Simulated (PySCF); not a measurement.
C4H7P.
Z-matrix (Å and degrees, PBE0-D3(BJ)/def2-SVP geometry), rows numbered from 1:
```
C 
P   1  1.6665
C   2  1.8108  1  102.02
C   3  1.3453  2  123.72  1   179.74
C   4  1.4909  3  127.12  2    -0.08
H   1  1.0944  2  119.10  3  -179.52
H   1  1.0964  2  124.76  3     0.22
H   3  1.0974  2  117.82  1    -0.33
H   4  1.0984  3  117.45  2   179.90
H   5  1.1028  4  110.52  3   121.79
H   5  1.1028  4  110.52  3  -120.78
H   5  1.0991  4  112.60  3     0.48
```

Level: CAM-B3LYP/def2-SVPD in PySCF, non-relativistic, on one gas-phase PBE0-D3(BJ)/def2-SVP geometry that isn't relaxed in the solvent. The solvent is an IEF-PCM continuum (van der Waals radii × 1.2), and excitations are vertical TDDFT with non-equilibrium linear response and a frozen core. Specific hydrogen bonds and non-electrostatic terms are outside this model.

Gas-phase singlets (H = HOMO, L = LUMO):

```
state  E (eV)  λ (nm)      f  leading configurations
   S1   4.433     280  0.007               H-1→L 99%
   S2   4.929     252  0.383                 H→L 96%
   S3   6.434     193  0.022    H-2→L 77%, H→L+2 19%
   S4   6.702     185  0.004  H-3→L 68%, H-1→L+2 16%
   S5   6.724     184  0.002    H→L+1 60%, H→L+3 28%
```

Question: How does the list change in benzene (ε = 2.271)?

Answer: 
```json
{"state": "S1", "E (eV)": "4.412", "λ (nm)": "281", "f": "0.010", "leading configurations": "H-1→L 99%", "change by rank (eV)": "-0.021"}
{"state": "S2", "E (eV)": "4.726", "λ (nm)": "262", "f": "0.500", "leading configurations": "H→L 97%", "change by rank (eV)": "-0.203"}
{"state": "S3", "E (eV)": "6.378", "λ (nm)": "194", "f": "0.029", "leading configurations": "H-2→L 91%", "change by rank (eV)": "-0.056"}
{"state": "S4", "E (eV)": "6.658", "λ (nm)": "186", "f": "0.131", "leading configurations": "H→L+2 56%, H-3→L 28%", "change by rank (eV)": "-0.044"}
{"state": "S5", "E (eV)": "6.662", "λ (nm)": "186", "f": "0.088", "leading configurations": "H-3→L 44%, H→L+2 36%, H-1→L+2 10%", "change by rank (eV)": "-0.062"}
```

Question: How do the frontier levels move from gas to benzene?

Answer: 
```
orbital  gas (eV)  solvent (eV)  change (eV)                  Löwdin shares, gas              Löwdin shares, solvent
 LUMO+2      1.64          1.68        +0.04   C3 29 %, P2 24 %, C4 20 %, C5 6 %   C3 29 %, P2 24 %, C4 21 %, C5 6 %
 LUMO+1      1.55          1.66        +0.11  C5 21 %, C4 21 %, C3 12 %, H9 11 %  C4 21 %, C5 20 %, C3 13 %, H9 10 %
   LUMO     -0.59         -0.58        +0.01  P2 33 %, C1 31 %, C4 14 %, C3 10 %  P2 34 %, C1 31 %, C4 13 %, C3 10 %
   HOMO     -7.99         -7.96        +0.03  C1 32 %, P2 20 %, C4 17 %, C3 17 %  C1 31 %, P2 20 %, C3 17 %, C4 17 %
 HOMO-1     -8.79         -8.79         0.00           P2 59 %, C3 15 %, C1 12 %           P2 58 %, C3 15 %, C1 12 %
 HOMO-2    -10.01         -9.98        +0.03  C3 29 %, P2 22 %, C4 17 %, C1 14 %  C3 28 %, P2 23 %, C4 17 %, C1 15 %
 HOMO-3    -11.35        -11.29        +0.06  P2 24 %, C1 20 %, C4 18 %, C3 13 %  P2 23 %, C1 20 %, C4 18 %, C3 12 %
```

The HOMO–LUMO gap goes from 7.39 to 7.38 eV.
